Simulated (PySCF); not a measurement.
Task: What does the PBE0-D3(BJ)/def2-SVP structure of InChI=1S/C5H8F/c1-4(2)5(3)6/h3H2,1-2H3/q+1 look like in three dimensions? (Charge +1.)

Result: 
```
atom  x, y, z in Å
C1     2.0338    0.2808   -0.2620
C2     0.9869   -0.3919    0.2755
F3     1.1911   -1.5691    0.8371
C4    -0.3668    0.0657    0.2942
C5    -1.3561   -0.8147    0.9135
C6    -0.7917    1.3501   -0.2619
H7     3.0348   -0.1598   -0.2208
H8     1.9110    1.2537   -0.7380
H9    -1.0218   -1.0927    1.9315
H10   -2.3678   -0.3958    0.9312
H11   -1.3502   -1.7857    0.3779
H12   -0.0193    1.9426   -0.7604
H13   -1.6396    1.1747   -0.9496
H14   -1.2369    1.9407    0.5632
```

Orientation and origin are arbitrary. Atoms count from 1 in this order. C1 (carbon bonded to C and 2 H) is planar (angles 121.9°, 119.4° and 118.6°, sum 360.0°, 0.00 Å off the plane of its three neighbours). C4 (carbon bonded to 3 C) is planar (angles 123.5°, 119.6° and 117.0°, sum 360.0°, 0.00 Å off the plane of its three neighbours). C2 (carbon bonded to 2 C and F) is planar (angles 125.3°, 119.5° and 115.2°, sum 360.0°, 0.00 Å off the plane of its three neighbours). Of the pairs four or more bonds apart, H8···H12 is among the closest relative to their van der Waals radii: 2.05 Å, 85 % of the sum of Bondi's values.

Bonds between heavy atoms (Å): C1=C2 1.356, C2–F3 1.320, C2–C4 1.429, C4–C5 1.462, C4–C6 1.463.

Level of theory: PySCF, PBE0-D3(BJ)/def2-SVP geometry optimisation, gas phase.

Point group: near Cs, missed by 0.13 Å at most; the miss may be what the optimiser left on a soft mode. PBE0-D3(BJ)/def2-SVP frequencies: not computed here.

Hardware: an Arm Neoverse V1 with one thread (shared host). Cost: 42 s wall. These figures are those of the optimisation.
